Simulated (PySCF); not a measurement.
nitrous oxide (N2O), SMILES [O-][N+]#N. Coordinates come from a PBE0-D3(BJ)/def2-TZVP optimisation.

PySCF with TDA-ωB97X/def2-TZVPD puts the lowest singlet excitations at 6.78, 7.14, 7.14, 8.86, 8.86, 10.46 eV and the lowest triplet (TDA) at 5.71 eV.

Problem. What are the lowest singlet roots from EOM-CCSD/aug-cc-pVDZ run with PySCF 2.14.0? (The exact figures need the calculation; the answer reports its results.)

Solution. 7.31, 7.48, 7.48, 8.62, 8.62, 10.10 eV; triplets 5.91, 6.71, 6.71 eV. S1 differs by 0.53 eV (second minus first; roots are paired by order, and the bases may differ).
